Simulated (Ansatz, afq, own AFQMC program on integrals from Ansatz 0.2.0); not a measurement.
# Atomization energy of WHCl₂, quartet

```yaml
atoms:
  - { symbol: W, position_ang: [0.0000, -0.2634, 0.0000] }
  - { symbol: Cl, position_ang: [0.0000, 0.7110, -2.0304] }
  - { symbol: Cl, position_ang: [0.0000, 0.7110, 2.0304] }
  - { symbol: H, position_ang: [0.0000, -1.9793, 0.0000] }
```

Connectivity, by distances: Cl–WH–Cl.

Atoms in their ground-state spins without spin–orbit coupling (mostly on UHF) minus the molecule (UHF), without zero-point energy. The geometry is a stationary point, not shown to be a minimum.

Basis def2-SVP with its core potentials. Noble-gas cores (and the filled d shells of Ga–Kr and In–Xe) are frozen. Integrals, coupled cluster, full CI and functionals: Ansatz 0.2.0; the random walks run on the same integrals in our own AFQMC program. ph-AFQMC/CISD is guided by a CISD state made of CCSD amplitudes; releasing the constraint for a short imaginary time cuts its bias at the price of noise, slowly where states lie close. Uncertainties: one standard error, sampling alone. No spin–orbit coupling. The metal's outer-core s and p shells are frozen, which shifts wave-function levels against functionals. The errors of all members are added in quadrature.

No full CI on the walks' own integrals is used here; CCSDT(Q) serves as the reference and is uncertain by about the last step of the cluster series. Each member takes its own surest rung, up to full CI.

The best estimate is CCSD(T) at the basis-set limit (CBS: def2-TZVPP and def2-QZVPP, with their diffuse functions for anions and beside diffuse sets, CCSD(T) itself extrapolated) plus the step from CCSD(T) to CCSDT(Q) in def2-SVP. Rows without CBS are in def2-SVP, the functionals in def2-TZVP; B2PLYP and the wave-function rows carry a basis error of their own. Core correlation and relativity beyond core potentials are missing, and ± holds the sampling alone.

Cautions: no spin-orbit coupling; outer-core shells of the metal frozen; WHCl₂ (quartet): lower spins were not checked, the released energies move by 1.5 errors or more from one time to the next, so no released level is given (meV from the phaseless value at times in 1/Eh: -10 ± 7 at 0.24, -14 ± 5 at 0.48, -9 ± 6 at 0.80, -20 ± 7 at 1.20), though the last usable value meets CCSDT(Q) within the noise, its ph-AFQMC/CISD value lies 16 ± 7 meV above CCSDT(Q).

Best estimate: 11.795 eV.

```json
{"level": "HF", "atomization energy (eV)": "7.296", "error against the best estimate (eV)": "-4.499"}
{"level": "MP2", "atomization energy (eV)": "10.294", "error against the best estimate (eV)": "-1.501"}
{"level": "CCSD", "atomization energy (eV)": "10.097", "error against the best estimate (eV)": "-1.697"}
{"level": "CCSD(T)", "atomization energy (eV)": "10.359", "error against the best estimate (eV)": "-1.436"}
{"level": "CCSDT", "atomization energy (eV)": "10.380", "error against the best estimate (eV)": "-1.415"}
{"level": "CCSDT(Q)", "atomization energy (eV)": "10.397", "error against the best estimate (eV)": "-1.397"}
{"level": "ph-AFQMC/CISD", "atomization energy (eV)": "10.390 ± 0.007", "error against the best estimate (eV)": "-1.404 ± 0.007"}
{"level": "HF/CBS", "atomization energy (eV)": "7.740", "error against the best estimate (eV)": "-4.054"}
{"level": "MP2/CBS", "atomization energy (eV)": "11.892", "error against the best estimate (eV)": "0.097"}
{"level": "CCSD(T)/CBS", "atomization energy (eV)": "11.757", "error against the best estimate (eV)": "-0.038"}
{"level": "PBE", "atomization energy (eV)": "11.794", "error against the best estimate (eV)": "0.000"}
{"level": "r2SCAN", "atomization energy (eV)": "11.454", "error against the best estimate (eV)": "-0.340"}
{"level": "PBE0", "atomization energy (eV)": "11.379", "error against the best estimate (eV)": "-0.415"}
{"level": "B3LYP", "atomization energy (eV)": "11.586", "error against the best estimate (eV)": "-0.209"}
{"level": "wB97M-V", "atomization energy (eV)": "11.709", "error against the best estimate (eV)": "-0.086"}
{"level": "B2PLYP", "atomization energy (eV)": "11.569", "error against the best estimate (eV)": "-0.225"}
```

Correlation beyond CCSD(T) adds 0.038 eV. Going to the basis-set limit adds 1.398 eV at CCSD(T). The perturbative (T) step is worth +0.261 eV.

Best estimates are given only where the step beyond CCSD(T) is under 0.3 eV and no member's determinant is very poor (T1 over 0.05, or 0.07 for open shells, ⟨S²⟩ too high by 0.3, two states mixed), so the hardest cases are missing from such tables.

The functionals ran in a triple-zeta set and keep a basis error of their own, a few kJ/mol for each bond in atomization energies and more for double hybrids, so close places among them and the extrapolated levels can swap.

CCSDT and higher add their correlation energy to the determinant of the CCSD(T) run, since their own runs factorise the integrals more tightly (a shift of under 2 meV). Each member of a difference takes its own highest rung, so a best estimate needn't equal the limit plus the step of one row. A walk keeps the symmetry of its determinant, which the program's search chose and which needn't be the lowest solution, so a lower state of the same spin and another symmetry isn't excluded. The exponents were fitted on light atoms, and def2 sets of heavy atoms don't grow evenly, so the limit is rough here.
